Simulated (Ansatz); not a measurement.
# MgH₂: up Jacob's ladder to CCSD(T)

How much do the methods differ for MgH₂? The plan is to run it at one geometry with functionals of several rungs and with coupled cluster, and see how far each lands from CCSD(T) at the basis-set limit for the atomisation energy.

Program: Ansatz 0.2.0, Gaussian basis. Level of theory: functionals in def2-TZVPP, the program's frozen cores in correlated methods. These are calculated values, not measurements.

The runs, in order: LDA (SPW92), PBE-D4, revPBE-D4, BLYP-D4, r2SCAN-D4, B97M-V, PBE0-D4, B3LYP-D4, r2SCANh-D4, r2SCAN0-D4, HSE06-D4, BHLYP-D4, CAM-B3LYP-D4, LC-ωPBE, ωB97X-V, ωB97M-V, B2PLYP, PBE-QIDH; CCSD(T)/def2-SVP; CCSD(T)/def2-TZVPP; CCSD(T)/def2-QZVPP; extrapolation to the limit; RPA on PBE.

### 1 The geometry

All runs share one geometry, relaxed beforehand with PBE0-D4 in a triple-zeta def2 set.

SMILES `[MgH2]`, 3 atoms, charge 0, spin multiplicity 1.

Atoms are counted from 1 here; the program's logs count them from 0.

Bond lengths: Mg1–H2 1.704 Å, Mg1–H3 1.704 Å. Angles: H2–Mg1–H3 180.0°.

As a file:

```mol
H2Mg
  3D, bonds by distance, orders not assigned

  3  2  0  0  0  0  0  0  0  0999 V2000
   -0.0040   -0.0214   -0.0045 Mg  0  0
    0.6392    1.4712    0.5082 H   0  0
   -0.6462   -1.5146   -0.5169 H   0  0
  1  2  8  0
  1  3  8  0
M  END
```

### 2 LDA

This LDA is Slater exchange with PW92 correlation.

in.yaml

```yaml
crystal:
  periodic: [false, false, false]
  atoms:
    - {symbol: Mg, position_ang: [-0.003994, -0.021439, -0.004504]}
    - {symbol: H, position_ang: [0.639158, 1.471245, 0.508183]}
    - {symbol: H, position_ang: [-0.646164, -1.514606, -0.516880]}
basis:
  gaussian: {orbitals: def2-TZVPP}
hamiltonian: {xc: lda}
output: {orbitals: {seedname: orbitals}}
```

Launch:

```sh
ansatz run in.yaml --threads 2 --pin off --events-out ev --progress --plain --max-ram 32768MiB --backend cpu
```

After this run come: PBE-D4 (GGA); revPBE-D4 (GGA); BLYP-D4 (GGA); r2SCAN-D4 (meta-GGA); B97M-V (meta-GGA); B3LYP-D4 (hybrid); r2SCANh-D4 (hybrid); r2SCAN0-D4 (hybrid); HSE06-D4 (hybrid); BHLYP-D4 (hybrid); CAM-B3LYP-D4 (range-separated); LC-ωPBE (range-separated); ωB97X-V (range-separated); ωB97M-V (range-separated); B2PLYP (double hybrid); PBE-QIDH (double hybrid); CCSD(T) in def2-SVP; CCSD(T) in def2-TZVPP; CCSD(T) in def2-QZVPP; RPA on PBE orbitals.

Q: Predict the results of all the runs planned. Wanted: atomisation energy, CCSD(T)/CBS; farthest beyond LDA; mean size of error, GGA; mean size of error, meta-GGA; mean size of error, hybrid; mean size of error, range-separated; mean size of error, double hybrid; gap, smallest and largest; T1 diagnostic.

As calculated:

```
                               quantity                                         value
        atomisation energy, CCSD(T)/CBS                                107.7 kcal/mol
functionals within 1.1 kcal/mol (1.0 %)  r2SCAN-D4, r2SCANh-D4, CAM-B3LYP-D4, ωB97X-V
                    farthest beyond LDA                        B97M-V (+6.9 kcal/mol)
                mean size of error, GGA                                  5.1 kcal/mol
           mean size of error, meta-GGA                                  3.7 kcal/mol
             mean size of error, hybrid                                  3.2 kcal/mol
    mean size of error, range-separated                                  1.5 kcal/mol
      mean size of error, double hybrid                                  5.4 kcal/mol
              gap, smallest and largest     4.74 eV (LDA (SPW92)), 11.14 eV (LC-ωPBE)
                          T1 diagnostic                                        0.0071
triples share of the correlation energy                                         0.8 %
```

LDA overbinds by 3.8 kcal/mol (4 %). PBE-D4 is off by -6.9 kcal/mol. Double hybrids carry the basis error of their MP2 part in triple zeta, and no dispersion term here, so their miss is partly the set-up's. By mean error the best rung here is range-separated (1.5 kcal/mol) and the worst beyond LDA is double hybrid (5.4 kcal/mol). The reference freezes the cores and leaves out relativity and excitations past (T), and its outer-core shells are covered unevenly, so misses under about 1.1 kcal/mol can't be ranked. Hartree-Fock recovers 73 % of the binding; the rest is correlation. CCSD(T) in def2-SVP is off by -10.2 kcal/mol, which most functionals beat. Orbital gaps span 4.7 to 11.1 eV; exact exchange widens them. Correlated methods include outer-core shells of Mg, which these sets cover unevenly.
